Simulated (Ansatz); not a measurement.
Born–Oppenheimer molecular dynamics of BClH₃ (5 atoms, charge 0, multiplicity 2). It starts at the highest image of a converged band. Of that band: A vibrational analysis at the climbing image gives 2 clearly imaginary modes (695i, 482i cm⁻¹): a point of higher order, so a lower path passes nearby.

Theory: Ansatz, UKS B3LYP-D4/def2-SVP.

* ensemble: NVE (velocity Verlet)
* time step: 0.5 fs
* steps asked: 200
* starting velocities drawn for: 300 K
* seed: 2122

Frames 5 fs apart, positions in Å, forces in eV/Å.

Velocities at 10.0 fs (Å/ps):

```
B 1.06 -0.64 -5.06
Cl -0.63 -0.53 0.97
H -0.90 5.46 3.90
H -4.78 6.20 -5.75
H 16.45 13.77 21.88
```

```xyz
5
Properties=species:S:1:pos:R:3:forces:R:3 time_fs=10.0 energy_less_start_eV=0.042 T=192
B 0.000 0.005 -0.064 1.25 -0.32 0.03
Cl -0.007 -0.006 2.217 0.17 0.07 0.30
H 1.086 0.009 -0.609 -0.18 0.12 0.34
H -1.014 0.011 -0.627 -1.12 0.15 -0.36
H 0.176 0.128 3.642 -0.12 -0.01 -0.31
5
Properties=species:S:1:pos:R:3:forces:R:3 time_fs=15.0 energy_less_start_eV=0.054 T=163
B 0.009 -0.002 -0.089 -1.29 -0.24 -0.08
Cl -0.010 -0.008 2.223 0.28 0.04 0.50
H 1.091 0.050 -0.568 0.41 0.13 -0.08
H -1.095 0.059 -0.661 0.83 0.10 0.52
H 0.239 0.193 3.684 -0.23 -0.03 -0.85
5
Properties=species:S:1:pos:R:3:forces:R:3 time_fs=20.0 energy_less_start_eV=-0.104 T=567
B 0.002 -0.015 -0.116 0.94 -0.58 -0.35
Cl -0.010 -0.010 2.233 0.09 -0.31 0.43
H 1.145 0.124 -0.525 -0.54 0.19 0.18
H -1.059 0.138 -0.611 -0.41 0.43 -0.15
H 0.251 0.256 3.540 -0.08 0.27 -0.12
5
Properties=species:S:1:pos:R:3:forces:R:3 time_fs=25.0 energy_less_start_eV=-0.262 T=974
B 0.007 -0.040 -0.150 -0.40 -0.33 -0.47
Cl -0.011 -0.015 2.243 -0.34 -0.82 -0.61
H 1.119 0.243 -0.452 0.26 0.24 -0.06
H -1.073 0.311 -0.566 0.22 0.19 0.21
H 0.259 0.401 3.423 0.26 0.72 0.93
5
Properties=species:S:1:pos:R:3:forces:R:3 time_fs=30.0 energy_less_start_eV=-0.281 T=1027
B 0.008 -0.069 -0.193 -0.33 1.15 -0.24
Cl -0.013 -0.024 2.253 0.28 0.45 1.76
H 1.115 0.407 -0.384 -0.26 -0.36 -0.05
H -1.054 0.516 -0.488 0.69 -0.58 0.23
H 0.301 0.662 3.422 -0.38 -0.67 -1.71
5
Properties=species:S:1:pos:R:3:forces:R:3 time_fs=35.0 energy_less_start_eV=-0.335 T=1166
B 0.004 -0.078 -0.242 1.09 0.77 0.17
Cl -0.014 -0.032 2.271 -0.50 -1.43 -0.68
H 1.075 0.493 -0.332 0.09 -0.62 -0.13
H -0.927 0.623 -0.364 -1.10 0.07 -0.17
H 0.285 0.832 3.128 0.41 1.21 0.81
5
Properties=species:S:1:pos:R:3:forces:R:3 time_fs=40.0 energy_less_start_eV=-0.377 T=1272
B 0.014 -0.066 -0.286 -1.06 1.17 0.50
Cl -0.016 -0.045 2.289 0.38 1.25 0.90
H 1.076 0.453 -0.311 0.78 -0.16 -0.24
H -0.969 0.691 -0.273 0.29 -0.81 -0.28
H 0.312 1.145 2.867 -0.40 -1.45 -0.88
5
Properties=species:S:1:pos:R:3:forces:R:3 time_fs=45.0 energy_less_start_eV=-0.522 T=1644
B 0.012 -0.031 -0.321 1.03 0.24 0.38
Cl -0.017 -0.053 2.310 0.18 0.56 0.12
H 1.196 0.356 -0.344 -0.91 -0.27 -0.13
H -0.990 0.614 -0.246 -0.16 0.13 -0.25
H 0.279 1.218 2.484 -0.15 -0.66 -0.13
5
Properties=species:S:1:pos:R:3:forces:R:3 time_fs=50.0 energy_less_start_eV=-0.478 T=1531
B 0.024 0.009 -0.347 -0.70 -0.76 0.19
Cl -0.017 -0.058 2.334 0.07 0.06 -0.11
H 1.176 0.215 -0.407 0.57 0.42 -0.04
H -1.035 0.550 -0.276 0.07 0.33 -0.14
H 0.216 1.181 2.036 -0.02 -0.05 0.10
5
Properties=species:S:1:pos:R:3:forces:R:3 time_fs=55.0 energy_less_start_eV=-0.314 T=1111
B 0.027 0.035 -0.369 -0.18 -0.39 0.04
Cl -0.017 -0.063 2.355 0.27 1.56 -1.08
H 1.224 0.150 -0.481 -0.39 0.27 0.12
H -1.063 0.559 -0.339 0.52 0.10 -0.04
H 0.149 1.114 1.648 -0.22 -1.53 0.96
5
Properties=species:S:1:pos:R:3:forces:R:3 time_fs=60.0 energy_less_start_eV=-0.283 T=1030
B 0.026 0.050 -0.391 0.62 -0.89 -0.52
Cl -0.015 -0.059 2.372 -0.03 -0.92 0.75
H 1.218 0.156 -0.526 -0.30 0.19 0.27
H -1.005 0.611 -0.408 -0.35 0.45 0.21
H 0.040 0.779 1.423 0.06 1.17 -0.71
5
Properties=species:S:1:pos:R:3:forces:R:3 time_fs=65.0 energy_less_start_eV=-0.121 T=614
B 0.030 0.047 -0.424 -1.13 -0.28 -0.74
Cl -0.013 -0.058 2.389 -0.03 0.45 -1.41
H 1.183 0.209 -0.513 0.73 0.11 0.22
H -0.980 0.735 -0.429 0.45 -0.30 0.35
H -0.065 0.594 1.170 -0.03 0.02 1.58
```

Of the whole run (100 fs, mean temperature of the second half 1002 K): The conserved energy stayed within 0.28 meV per atom of its start (net change -0.062 meV per atom), so the integration is sound. The kinetic energy rose, since the run started high on the potential surface and went downhill. It ends in pieces (BH2 + ClH), so much of that is their flight and rotation, not heat. A run of 0.1 ps of so small a system gives no equilibrium averages.

Run time: 4 min on 1 thread of Arm Neoverse V2 (shared host), peak memory 0.1 GiB.
